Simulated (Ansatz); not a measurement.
Input (CCSDT(Q)/aug-cc-pVDZ; Ansatz, a program for electronic structure):

Ansatz 0.2 input:
```yaml
crystal:
  periodic: [false, false, false]
  atoms:
    - {symbol: C, position_ang: [-0.00000000, -0.00000000, -0.73925479]}
    - {symbol: N, position_ang: [0.00000000, 0.00000000, 0.43008221]}
    - {symbol: H, position_ang: [0.00000000, 0.00000000, 1.42495321]}
basis:
  gaussian:
    orbitals: aug-cc-pVDZ
magnetization: {spin_polarized: false}
correlation: {method: ccsdt_q, electrons: outside_noble_gas}
```

Output:

```
Functional definition: HF
integrals: 0.04 GiB planned
867 factors; integrals over basis functions are off by at most 2.1e-7 eV
mean field: 0.11 GiB planned
mean field evaluation 1: about -2525.9666 eV, gradient 2.3e1 eV
mean field evaluation 2: about -2525.9685 eV, gradient 2.3e1 eV
mean field evaluation 4: about -2527.1339 eV, gradient 3.2e0 eV
mean field evaluation 8: about -2527.1617 eV, gradient 7.9e-5 eV
mean field evaluation 16: about -2527.1600 eV, gradient 9.7e-2 eV
mean field -2527.16174433 eV, -92.8714811324 hartree, gradient 2.8e-6 eV, S^2 0.000000; 0 other end points of the search recorded, 0 dependent functions left out
2 core orbitals not correlated
reference -2527.16174433 eV, -92.8714811324 hartree; 5, 5 occupied and 48, 48 virtual orbitals, 867 factors
second order -7.68582884 eV of doubles, -0.00000000 eV of singles
coupled cluster: 0.46 GiB planned
cycle   1  -7.72159427 eV  change   -3.6e-2 eV  update   9.5e-2
cycle   2  -8.14818952 eV  change   -4.3e-1 eV  update   5.0e-2
cycle   3  -8.45473032 eV  change   -3.1e-1 eV  update   2.0e-2
cycle   4  -8.42048892 eV  change    3.4e-2 eV  update   6.1e-3
cycle   5  -8.41176306 eV  change    8.7e-3 eV  update   2.6e-3
cycle   6  -8.41538471 eV  change   -3.6e-3 eV  update   7.6e-4
cycle   7  -8.41604648 eV  change   -6.6e-4 eV  update   3.3e-4
cycle   8  -8.41565924 eV  change    3.9e-4 eV  update   1.3e-4
cycle   9  -8.41557968 eV  change    8.0e-5 eV  update   5.9e-5
cycle  10  -8.41563116 eV  change   -5.1e-5 eV  update   2.0e-5
cycle  11  -8.41560077 eV  change    3.0e-5 eV  update   8.9e-6
cycle  12  -8.41561049 eV  change   -9.7e-6 eV  update   3.5e-6
cycle  13  -8.41561339 eV  change   -2.9e-6 eV  update   1.5e-6
cycle  14  -8.41561364 eV  change   -2.5e-7 eV  update   5.7e-7
perturbative correction -0.02927159 eV, -0.0010757110 hartree
Total energy: -2535.60662956 eV, -93.1818249405 hartree
```
